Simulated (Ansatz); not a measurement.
`C1C[SiH2]1`, relaxed with RKS PBE0-D4/def2-TZVP in Ansatz from a PBE-D4/def2-SVP geometry. The force threshold is 0.005 eV/Å; the program also tests the step.

The species carries charge 0 and has multiplicity 1.

Start:

```xyz
9

C     0.073    0.915    0.316
C     0.200   -0.553    0.772
Si   -0.261   -0.345   -1.036
H     0.999    1.512    0.278
H    -0.779    1.487    0.722
H     1.215   -0.913    1.015
H    -0.557   -0.924    1.484
H    -1.670   -0.584   -1.471
H     0.779   -0.595   -2.079
```

(1) By how much does the energy fall, and how many steps does the optimiser take? (An estimate is asked.)

(2) Which bonds change most? (Estimate.)

(3) Give the relaxed structure. (Best estimate.)

## Answers

(1) The calculation gave: 4.18 kJ/mol, in 4 steps.

(2) The calculation gave: C1–Si3 from 1.878 to 1.847 Å; C2–Si3 from 1.878 to 1.847 Å; C1–H5 from 1.104 to 1.085 Å; C2–H6 from 1.103 to 1.085 Å.

(3) The calculation gave: 
```xyz
9

C     0.070    0.911    0.304
C     0.197   -0.557    0.760
Si   -0.256   -0.338   -1.018
H     0.990    1.486    0.273
H    -0.761    1.473    0.717
H     1.195   -0.898    1.013
H    -0.555   -0.911    1.458
H    -1.647   -0.591   -1.447
H     0.766   -0.575   -2.059
```
